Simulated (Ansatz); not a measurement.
C₃H₆, SMILES C1CC1, vertical energies of changing the electron count

Program: Ansatz 0.2.0, Python API.

Notebook, run cell by cell (the value of a cell's last expression is shown):

**Cell 1**
```python
import ansatz as az
```

**Cell 2**
```python
def energy_of(molecule, charge=0, unpaired=0):
    calc = (
        molecule.calculation()
        .basis(gaussian='aug-cc-pVDZ')
        .functional('PBE')
    )
    if charge:
        calc = calc.charge(charge)
    if unpaired:
        calc = calc.spin('collinear', total=unpaired)
    return calc.run(threads=1, backend='cpu').report['free_energy_ev']

GEOMETRY = '''
C    -0.49230   -0.02300   -0.67520
C     0.71360    0.46710    0.00020
C    -0.23220   -0.50890    0.66180
H    -1.28300    0.74120   -0.77020
H    -0.44470   -0.65560   -1.55110
H     0.75300    1.49780    0.38620
H     1.69040    0.10520   -0.37550
H     0.16440   -1.52450    0.74560
H    -0.78060   -0.14560    1.56130
'''
```

**Cell 3**
```python
mol = az.Crystal.molecule()
for line in GEOMETRY.strip().splitlines():
    symbol, *xyz = line.split()
    mol = mol.atom(symbol, [float(v) for v in xyz])
```

**Cell 4**
```python
parent = energy_of(mol, 0, 0)
cation = energy_of(mol, 1, 1)
print(f'E(N)   = {parent:.5f} eV')
print(f'E(N-1) = {cation:.5f} eV  (1 unpaired)')
print(f'vertical ionisation energy {cation - parent:.3f} eV')
```
Output:
```text
E(N)   = -3203.61198 eV
E(N-1) = -3193.15811 eV  (1 unpaired)
vertical ionisation energy 10.454 eV
```

At this unrelaxed geometry removing an electron costs 10.45 eV.

What to keep in mind:
- Total energies depend on the basis set; only differences at equal settings carry meaning.
- The geometry is a force-field or estimated start, not a minimum of this method, and the basis set is short of its limit. All parts are taken at fixed geometry, without zero-point energy. At an unrelaxed start these energies can be a whole eV from those at the minimum, and a small affinity can change sign.
- Hardware and time: 10 s on 1 thread of Arm Neoverse V2, on a shared host, peak memory 0.28 GiB.
